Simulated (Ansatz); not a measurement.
Total energies of C6H10 (`C=CC(=C)CC`).

| atom | x (Å) | y (Å) | z (Å) |
| --- | --- | --- | --- |
| C1 | -1.9043 | 0.3673 | 0.9557 |
| C2 | -1.3293 | 0.7230 | -0.1917 |
| C3 | 0.0895 | 0.6108 | -0.5188 |
| C4 | 0.5303 | 1.0865 | -1.6874 |
| C5 | 1.0218 | -0.0520 | 0.4545 |
| C6 | 0.9067 | -1.5738 | 0.4456 |
| H7 | -2.9675 | 0.5023 | 1.1122 |
| H8 | -1.3423 | -0.0637 | 1.7763 |
| H9 | -1.9504 | 1.1526 | -0.9746 |
| H10 | 1.5780 | 1.0365 | -1.9618 |
| H11 | -0.1471 | 1.5415 | -2.4018 |
| H12 | 2.0475 | 0.2348 | 0.2093 |
| H13 | 0.8277 | 0.3261 | 1.4636 |
| H14 | 1.1671 | -1.9718 | -0.5376 |
| H15 | -0.1086 | -1.9012 | 0.6757 |
| H16 | 1.5811 | -2.0189 | 1.1808 |

Charge 0, multiplicity 1. The structure was optimised at the PBE0-D4/def2-TZVP level. It is one conformer, not always the lowest. Basis def2-TZVPP, Ansatz 0.2.0.

RPA on PBE orbitals: Hartree–Fock energy of these orbitals -233.02360 Eh, correlation -1.66874 Eh (frozen core).

```
functional  energy without D4 (Eh)  D4 term (kJ/mol)
    revPBE              -234.63260            -110.4
 CAM-B3LYP              -234.56532             -28.1
```

Question: Give the same for LDA (SPW92), PBE, BLYP, r2SCAN, B97M-V, PBE0, B3LYP, r2SCANh, r2SCAN0, HSE06 (plane-wave form), BHLYP, LC-ωPBE, ωB97X-V, ωB97M-V, B2PLYP, PBE-QIDH. (Estimate.)

Answer: The calculation gave: 
```csv
functional,energy without D4 (Eh),D4 term (kJ/mol)
LDA (SPW92),-232.48097,–
PBE,-234.37447,-33.2
BLYP,-234.57959,-73.3
r2SCAN,-234.55628,-8.9
B97M-V,-234.71732,–
PBE0,-234.41047,-28.0
B3LYP,-234.71904,-52.5
r2SCANh,-234.54714,-9.2
r2SCAN0,-234.53463,-10.1
HSE06 (plane-wave form),-234.39592,-25.9
BHLYP,-234.55476,-36.6
LC-ωPBE,-234.54221,–
ωB97X-V,-234.63621,–
ωB97M-V,-234.57859,–
B2PLYP,-234.48251,–
PBE-QIDH,-234.37534,–
```

B3LYP takes the VWN-RPA correlation (the form of Gaussian; ORCA's B3LYP/G). HSE06 is the plane-wave form, built on full-range PBE exchange. The double hybrids freeze the cores in their second-order part.

LC-ωPBE has ω = 0.4 bohr⁻¹.
